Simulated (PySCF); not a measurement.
Process, species as SMILES: C=CC → C[C-]=C + H+
B3LYP-D3(BJ)/def2-TZVP geometries, fixed; electronic energies without zero-point terms.
Largest species:
```
C
C 1 1.3267
H 2 1.0824 1 121.67
H 2 1.0845 3 116.84 1 180.00
H 1 1.0871 2 118.81 3 0.00
C 1 1.4957 5 116.00 2 180.00
H 6 1.0909 1 111.47 5 -180.00
H 6 1.0939 7 108.29 1 -122.37
H 6 1.0939 7 108.29 8 -115.25
```
Charge 0, spin multiplicity 1.

Effect of the grid level at M06-2X/aug-cc-pVTZ with PySCF, against the last row, where the deprotonation energy is 412.86 kcal/mol. The proton leaves the site shown, which need not be the most acidic. Cost is core time over that of grids.level: 0, rough, on shared machines of one kind.

```csv
setting,"grid points, largest species",largest shift of a total energy (mEh),shift of the deprotonation energy (kcal/mol),cost
grids.level: 0,6984,-28.868,0.494,1×
grids.level: 1,30376,0.478,-0.161,2×
grids.level: 2,65856,-0.027,0.006,3×
grids.level: 3,101208,-0.004,0.004,3×
grids.level: 4,180072,0.003,-0.001,4×
grids.level: 5,270176,0.001,-0.001,6×
grids.level: 7,560504,0.000,0.000,20×
```

Within 0.1 kcal/mol in the deprotonation energy: grids.level: 2; grids.level: 3; grids.level: 4; grids.level: 5. The largest shift is 28.868 mEh in a total energy and 0.494 kcal/mol in the difference.
